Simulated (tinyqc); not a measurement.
Pariser-Parr-Pople SCF with singles CI, for the molecule C=CC=N[CH2+] (SMILES; centres numbered as the heavy atoms are written), step by step. One step of it, computed by the program tinyqc.

Task: Iteration 1: orbitals and new P. Diagonalise F (the basis is taken as orthonormal) and form P = 2 sum c c over the lowest orbitals.

F (eV):
```
,1C,2C,3C,4N,5C
1C,-10.152569,-5.373383,-0.873170,0.380334,0.478114
2C,-5.373383,-11.854256,-4.556571,0.000000,0.397309
3C,-0.873170,-4.556571,-10.942680,-4.756162,-0.873170
4N,0.380334,0.000000,-4.756162,-14.332669,-5.551888
5C,0.478114,0.397309,-0.873170,-5.551888,-10.152569
```

pi electrons, sum of z_r less the charge = 4

Give: orbital energies; P after iteration 1.

Result:

orbital energies (eV): -20.975  -17.642  -8.959  -5.943  -3.916

P after iteration 1:
```
,1C,2C,3C,4N,5C
1C,0.606,0.789,0.357,-0.193,-0.239
2C,0.789,1.060,0.576,-0.060,-0.196
3C,0.357,0.576,0.598,0.558,0.262
4N,-0.193,-0.060,0.558,1.225,0.773
5C,-0.239,-0.196,0.262,0.773,0.511
```
